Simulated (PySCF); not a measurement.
One ligand Y is varied and pulled off as a radical: Zn(OCH3)1–Y. Gas-phase values, no solvent. One relaxed conformer stands for each flexible species; it need not be the lowest. Multiplicities are imposed; where one is given, others were not computed. Strings in code marks are SMILES.

All values below come from PySCF with BP86-D3(BJ)/def2-TZVP // BP86-D3(BJ)/def2-SVP. 

```csv
species,highest occupied spin orbital (eV)
ligand removed as a radical ([Zn(OCH3)]),-5.28
free radical OH,-7.30
free radical NH2,-7.34
free radical OCH3,-6.10
free radical N(CH3)2,…
free radical SH (`[SH]`),-6.25
```

### Question
Some entries are withheld; supply them.

### Answer

- free radical N(CH3)2, highest occupied spin orbital (eV): -5.66
